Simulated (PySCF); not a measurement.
# Magnetisability and related constants of SMILES C1CCC1, C4H8

Method: PySCF 2.14.0, GIAO B3LYP/def2-TZVP magnetisability, rotational g tensor and spin-rotation constants, non-relativistic, gas phase. Geometry: PBE0-D3(BJ)/def2-SVP.

Input:
```
{"job": {"kind": "mag", "xc": "B3LYP", "basis": "def2-TZVP"}, "charge": 0, "multiplicity": 1}
C      0.308697     0.880362    -0.553852
C      1.039458    -0.278498     0.152460
C     -0.311112    -0.699344     0.764825
C     -1.015457     0.123234    -0.332108
H      0.348487     1.804857     0.043566
H      0.600036     1.125359    -1.586740
H      1.402921    -1.025184    -0.571134
H      1.865596    -0.031453     0.836674
H     -0.537603    -1.774353     0.833945
H     -0.458262    -0.251414     1.760274
H     -1.271690    -0.502253    -1.201779
H     -1.906516     0.706050    -0.052702
```
Coordinates are in Å.

Command: `OMP_NUM_THREADS=1 python excited_run.py task.json out`

**Question.** What does the run print?

**Answer.** Atoms count from 0.
```
coarse grid: 9304 points
cycle   1  E = -157.2331564674  dE =  2.634e-01  |g| = 3.992e-01  |ddm| = 2.314e+00
cycle   2  E = -157.1977000657  dE =  3.546e-02  |g| = 5.519e-01  |ddm| = 8.801e-01
cycle   3  E = -157.2768156529  dE = -7.912e-02  |g| = 3.398e-02  |ddm| = 5.604e-01
cycle   4  E = -157.2770532139  dE = -2.376e-04  |g| = 7.223e-03  |ddm| = 3.720e-02
cycle   5  E = -157.2770651576  dE = -1.194e-05  |g| = 2.338e-04  |ddm| = 7.156e-03
cycle   6  E = -157.2770651700  dE = -1.244e-08  |g| = 3.091e-05  |ddm| = 2.652e-04
final grid: 87808 points
cycle   7  E = -157.2719823072  dE = -5.217e-05  |g| = 5.404e-03  |ddm| = 5.074e-02
cycle   8  E = -157.2719765843  dE =  5.723e-06  |g| = 7.149e-03  |ddm| = 1.052e-02
cycle   9  E = -157.2719895051  dE = -1.292e-05  |g| = 4.474e-04  |ddm| = 6.206e-03
cycle  10  E = -157.2719895491  dE = -4.399e-08  |g| = 5.841e-05  |ddm| = 4.361e-04
cycle  11  E = -157.2719895499  dE = -7.702e-10  |g| = 1.285e-05  |ddm| = 8.269e-05
converged SCF energy = -157.2719895499

Magnetisability tensor (1e-30 J/T^2)
     -804.50       -7.87       -9.14
       -7.87     -704.56      116.77
       -9.14      116.77     -669.55
isotropic -726.20   principal values    -805.13   -805.11   -568.36
isotropic susceptibility -43.733 1e-6 cm^3/mol

Inertial axes            a          b          c
rot. const./GHz     10.7608    10.7604     6.3975
chi total           -48.485    -48.485    -34.227
chi diamagnetic    -185.679   -185.679   -265.711
chi paramagnetic    137.193    137.193    231.484
quadrupole/D A       -0.794     -0.794      1.587
g nuclear            0.6985     0.6985     0.6516
g electronic        -0.6936    -0.6935    -0.6957
g total              0.0049     0.0049    -0.0442

Spin-rotation constants (kHz, H = +C I.J)
atom  isotope        aa         bb         cc
  4     1H       -1.099     -1.099      0.207
  5     1H       -0.628     -0.628     -0.382
  6     1H       -1.099     -1.099      0.207
  7     1H       -0.628     -0.628     -0.382
  8     1H       -0.628     -0.628     -0.382
  9     1H       -1.099     -1.099      0.207
 10     1H       -1.099     -1.099      0.207
 11     1H       -0.628     -0.628     -0.382
  0    13C*       1.873      1.470      1.099
* in the singly substituted isotopologue
```

It took 26 s wall time on 1 thread of an Arm Neoverse N1, shared host, peak memory 0.8 GiB.
